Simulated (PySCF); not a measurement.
**LiB: bond curves at several levels of theory**

One job finds the state of LiB, follows it along the bond with each method and fits the curves.

Program: PySCF 2.14.0. Level of theory: Li cc-pVTZ, B cc-pVTZ, no relativity. These are calculated values, not measurements.

## (1) Set-up

The job is set up so:

- atoms: Li, B
- charge: 0
- basis: Li cc-pVTZ, B cc-pVTZ
- Hamiltonian: no relativity
- basis functions: 60
- electrons treated: 8
- masses in u: 7.0160, 11.0093
- levels: PBE0, PBE, r²SCAN, B2PLYP, LDA, PW91, HF, MP2, SCS-MP2, CCSD, CCSD(T)
- grid: 80 radial by 434 angular points
- occupations: held fixed by the projection of orbital angular momentum
- dissociation limit: Li + B, each in its ground configuration
- starting distance in angstrom: 2.100
- values of 2S to try: 0, 2

Command:

```console
> OMP_NUM_THREADS=1 python dia.py task.json out
```

After this run come: First curve: PBE0; Higher solutions at PBE0; PBE (GGA); r²SCAN; B2PLYP (double hybrid); LDA (local density); PW91; UHF; MP2 and coupled cluster.

**Question.** What will these runs give? Wanted: for each run, Re; ωe; De; μ.

The runs gave:

Lowest PBE0 solution found, without spin–orbit coupling: ³Π (triplet), unpaired electrons σ ↑, π ↑. State 2 has its PBE0 minimum 0.28 eV higher, as a spin-mixed determinant (⟨S²⟩ = 1.01), so this is no gap between pure states. State 3 has its PBE0 minimum 0.49 eV higher. State 4 has its PBE0 minimum 0.56 eV higher. The other levels ran on the lowest alone.

| level | Re (Å) | ωe (cm⁻¹) | De (eV) | μ (D) |
| --- | --- | --- | --- | --- |
| UHF | 2.135 | 568 | 0.77 | -6.38 |
| UHF-MP2 | 2.126 | 563 | 1.21 | n/a |
| UHF-SCS-MP2 | 2.122 | 566 | 1.09 | n/a |
| UHF-CCSD | 2.128 | 552 | 1.16 | n/a |
| UHF-CCSD(T) | 2.132 | 547 | 1.21 | n/a |
| LDA | 2.131 | 533 | 1.70 | -5.30 |
| PBE | 2.151 | 519 | 1.45 | -5.16 |
| PW91 | 2.147 | 522 | 1.48 | -5.18 |
| r²SCAN | 2.148 | 535 | 1.53 | -5.71 |
| PBE0 | 2.132 | 545 | 1.37 | -5.69 |
| B2PLYP | 2.125 | 551 | 1.23 | -5.98 |

De is counted to Li + B in their ground configurations. A positive dipole means Li(−)B(+).

Differences from CCSD(T) in the same basis:

| level | Re (mÅ) | ωe (%) |
| --- | --- | --- |
| UHF | +3 | +3.9 |
| UHF-MP2 | -5 | +2.9 |
| UHF-SCS-MP2 | -10 | +3.6 |
| UHF-CCSD | -3 | +0.8 |
| LDA | 0 | -2.6 |
| PBE | +19 | -5.2 |
| PW91 | +15 | -4.6 |
| r²SCAN | +17 | -2.2 |
| PBE0 | 0 | -0.3 |
| B2PLYP | -7 | +0.8 |

**Reading.** Against CCSD(T) in the same basis, the bond length is nearest at LDA and PBE0 (0 mÅ) and farthest at PBE (+19 mÅ); the wavenumber is nearest at PBE0 (-0.3 %) and farthest at PBE (-5.2 %). Among the levels with a De in the table, it runs from 0.77 eV (UHF) to 1.70 eV (LDA).

Correlated steps freeze 1 core orbital. B2PLYP dipoles, levels and charges come from its SCF part alone.
